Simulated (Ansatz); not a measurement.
# CAl: the cost of one run

All numbers are computed with the Python package of Ansatz 0.2.0. Level of theory: B3LYP/def2-SVP.

**1. The structure**

Bond lengths: Al1–C2 1.905 Å.

The script reads cal.xyz:

```xyz
2

Al    0.00000    0.00000    0.00000
C     0.00000    0.00000    1.90500
```

**2. Script**

Input file freq_cal.py:

```python
import itertools
import warnings

import ansatz
from ase.data import atomic_numbers, covalent_radii
import numpy as np


def main() -> None:
    warnings.simplefilter('ignore', ansatz.DeckWarning)

    mol = ansatz.Crystal.molecule_from_extxyz('cal.xyz')

    calc = (
        mol.calculation()
        .basis(gaussian='def2-SVP')
        .functional('B3LYP')
        .spin('collinear', total=3)
    )
    symbols = [site.symbol for site in mol.cartesian_sites]
    start = np.array([site.position_ang for site in mol.cartesian_sites], dtype=float)
    def progress(event):
        if event['event'] == 'relax_step':
            row = event['data']
            print(f'step {row["step"]:3d}  E = {row["lagrangian_ev"]:.6f} eV  largest force component {row["allowed_force_max_ev_ang"]:.4f} eV/A')


    r = calc.relax(force_tolerance=0.003).session().plan().execute(on_event=progress).report
    end = np.array(r['positions_ang'])

    radius = [covalent_radii[atomic_numbers[s]] for s in symbols]
    span = lambda where, i, j: np.linalg.norm(where[i] - where[j])
    bonded = [(i, j) for i, j in itertools.combinations(range(len(symbols)), 2) if min(span(start, i, j), span(end, i, j)) < 1.2 * (radius[i] + radius[j])]
    print('pair        before    after (A)')
    for i, j in bonded:
        print(f'{symbols[i]}{i}-{symbols[j]}{j}'.ljust(10), f'{span(start, i, j):8.4f} {span(end, i, j):8.4f}')

    minimum = ansatz.Crystal.molecule()
    for symbol, place in zip(symbols, end):
        minimum = minimum.atom(symbol, place.tolist())
    vibrating = (
        minimum.calculation()
        .basis(gaussian='def2-SVP')
        .functional('B3LYP')
        .spin('collinear', total=3)
        .phonons(temperatures=(298.15, 498.15, 100))
    )
    vib = vibrating.run(threads=1, pin='off').report['vibrations']
    sums = vib['harmonic_sums']
    modes = [m['omega_inv_cm'] for m in sums['modes_at_gamma'] if m['rigid_motion'] == 'no']
    print('frequencies (1/cm):', ' '.join(f'{w:.0f}' for w in modes))
    print('imaginary modes:', sum(w < 0 for w in modes), ' zero-point energy:', round(sums['zero_point_energy_ev'], 4), 'eV')
    print('T (K)   F_vib (eV)   S_vib (meV/K)   C_vib (meV/K)')
    for row in zip(sums['temperatures_k'], sums['vibrational_free_energy_ev'], vib['entropy_ev_per_k'], vib['heat_capacity_ev_per_k']):
        print(f'{row[0]:6.1f} {row[1]:11.4f} {1000 * row[2]:13.4f} {1000 * row[3]:15.4f}')


if __name__ == '__main__':
    main()
```

**3. What the engine is handed**

The package turns the script's settings into the engine's input (first run):

```yaml
crystal:
  periodic: [false, false, false]
  atoms:
    - { symbol: Al, position_ang: [0.0, 0.0, 0.0] }
    - { symbol: C, position_ang: [0.0, 0.0, 1.905] }
basis:
  gaussian:
    orbitals: def2-SVP
hamiltonian:
  xc: b3lyp
magnetization:
  spin_polarized: true
  initial_magnetization: 3.0
relax:
  f_tol: 0.003
```

**4. Launch**

The run is started by

```bash
python freq_cal.py
```

Q: Estimate wall time and peak memory on 1 thread of Arm Neoverse V1, shared host.

About 11 s, with a peak of 0.17 GiB.
